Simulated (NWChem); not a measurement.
# SO2 (sulfur dioxide) at 6 levels

We compute a comparison of 6 runs (HF/STO-3G, HF/def2-SVP, HF/def2-TZVPP, PBE0/def2-SVP, PBE0/def2-TZVPP, CCSD(T)/def2-TZVP) of SO2 (sulfur dioxide). 

The results are computed with NWChem 7.3.0.

1 further run of the same task is left out (set aside as unsound or not needed).

## 1. The structure to begin with

SO2 has 3 atoms, charge 0, and is taken as a singlet. As SMILES, `O=S=O`. The shape is that of a PBE0-D4/def2-TZVP optimisation.

Bond lengths: O1–S2 1.431 Å, S2–O3 1.431 Å. Angles: O1–S2–O3 118.9°.

## 2. Energy and forces at HF/STO-3G (run 1)

The input, o2s.xyz:

```xyz
3

O     -0.974420     0.645900    -0.459510
S      0.269520     0.357380     0.186790
O      0.704900    -1.003280     0.272720
```

The input, o2s.nw:

```
start o2s
memory 2200 mb

geometry noautosym nocenter noautoz
load o2s.xyz
end

basis spherical bse
* library STO-3G
end

scf
thresh 1e-08
maxiter 80
noprint "final vectors analysis"
end

task scf gradient
```

Launch:

```bash
$ nwchem o2s.nw > o2s.out
```

Standard output:

```text
[...]
  functions       =    19
[...]
  wavefunction    = RHF
[...]
         Total SCF energy =   -540.602692484858
      One-electron energy =   -965.892475317497
      Two-electron energy =    316.895953147371
 Nuclear repulsion energy =    108.393829685268
        Time for solution =      0.8s
[...]
                         RHF ENERGY GRADIENTS
    atom               coordinates                        gradient
                 x          y          z           x          y          z
   1 O      -1.841387   1.220574  -0.868348    0.158008  -0.010753   0.084978
   2 S       0.509319   0.675350   0.352982   -0.125145  -0.165939  -0.086731
   3 O       1.332068  -1.895924   0.515366   -0.032863   0.176692   0.001753
[...]
```

It took 1.7 s on 1 thread of Intel Xeon Platinum 8259CL at 2.50GHz (Skylake/Cascade Lake), shared host; peak memory 0.099 GiB.

## 3. Energy and forces at HF/def2-SVP (run 2)

The input, o2s.nw:

```
START o2s
TITLE "O2S"
memory 2200 mb

GEOMETRY units angstrom noautosym nocenter noautoz
   O       -0.974420       0.645900      -0.459510
   S        0.269520       0.357380       0.186790
   O        0.704900      -1.003280       0.272720
END

BASIS spherical bse
   * library def2-SVP
END

SCF
   nopen 0
   rhf
   thresh 1e-08
   maxiter 80
   noprint "final vectors analysis"
END

TASK scf gradient
```

Launch:

```bash
$ nwchem o2s.nw > o2s.out
```

Standard output:

```text
[...]
  functions       =    46
[...]
  wavefunction    = RHF
[...]
         Total SCF energy =   -546.926203628258
      One-electron energy =   -969.686655542273
      Two-electron energy =    314.366622228747
 Nuclear repulsion energy =    108.393829685268
        Time for solution =      4.3s
[...]
                         RHF ENERGY GRADIENTS
    atom               coordinates                        gradient
                 x          y          z           x          y          z
   1 O      -1.841387   1.220574  -0.868348   -0.024200   0.007833  -0.012326
   2 S       0.509319   0.675350   0.352982    0.013806   0.018307   0.009568
   3 O       1.332068  -1.895924   0.515366    0.010394  -0.026140   0.002758
[...]
```

Wall time 6 s (1 thread of Intel Xeon Platinum 8259CL at 2.50GHz (Skylake/Cascade Lake), shared host); peak memory 0.1 GiB.

Runs 3 to 5 aren't shown in full; the table further down has their settings and results.

## 4. A single-point energy at CCSD(T)/def2-TZVP (run 6)

The input, sp.nw:

```
start sp
memory 2200 mb
charge 0
geometry noautosym nocenter noautoz
  O       -0.974420       0.645900      -0.459510
  S        0.269520       0.357380       0.186790
  O        0.704900      -1.003280       0.272720
end
basis spherical bse
  O library def2-TZVP
  S library def2-TZVP
end
scf
  thresh 1e-08
  maxiter 80
end
ccsd
  freeze core 7
  maxiter 60
end
task ccsd(t) energy
```

Launch:

```bash
$ nwchem sp.nw > sp.out
```

Standard output:

```text
[...]
  functions       =    99
[...]
  wavefunction    = RHF
[...]
         Total SCF energy =   -547.302995580297
      One-electron energy =   -970.526183407619
      Two-electron energy =    314.829358142054
 Nuclear repulsion energy =    108.393829685268
        Time for solution =     37.0s
[...]
 Total MP2 energy:           -547.954251960160718
[...]
             energy      energy      error      ampl     ampl      Block
                                                time     time      time
[...]
 Total CCSD energy:           -547.948736872851555
[...]
 Total CCSD+T(CCSD) energy:           -547.984299858601730
[...]
 Total CCSD(T) energy:                -547.981729777503688
[...]
```

It took 5.6 min on 1 thread of Intel Xeon Platinum 8259CL at 2.50GHz (Skylake/Cascade Lake), shared host; peak memory 0.27 GiB.

## 5. The series

```
run              level  iteration cap   module  energy (Eh)  dipole moment (D)  largest force (eV/Å)  wall time
  1          HF/STO-3G             80      scf  -540.602692               1.76                11.581      1.7 s
  2        HF/def2-SVP             80      scf  -546.926204               2.29                 1.453        6 s
  3      HF/def2-TZVPP             80      scf  -547.303107               2.11                 2.930       74 s
  4      PBE0/def2-SVP            100      dft  -548.046303               1.75                 1.665      8.1 s
  5    PBE0/def2-TZVPP            100      dft  -548.411239               1.69                 0.016       35 s
  6  CCSD(T)/def2-TZVP             80  ccsd(t)  -547.981730                  –                     –    5.6 min
```

## 6. Outcome

| quantity | value |
| --- | --- |
| run 6: total energy | -547.98173 Eh |
| run 6: HOMO energy (Hartree–Fock orbitals) | -13.48 eV |
| run 6: LUMO energy (Hartree–Fock orbitals) | 0.42 eV |
| run 6: HOMO–LUMO gap (Hartree–Fock orbitals) | 13.91 eV |
| run 6: correlation energy (7 core orbitals frozen) | -678.7 mEh |
| run 6: (T) correction | -32.99 mEh |

What this shows: Over runs 1, 2, 3, 4, 5 the dipole moment (its size) runs from 1.69 D (PBE0/def2-TZVPP) to 2.29 D (HF/def2-SVP). The two ends differ in method and basis. Over runs 3, 4, 5 the HOMO–LUMO gap runs from 6.06 eV (PBE0/def2-SVP) to 13.91 eV (HF/def2-TZVPP). In run 1 the basis is minimal, so the values are rough. All runs together took 7.7 min, the longest 5.6 min.
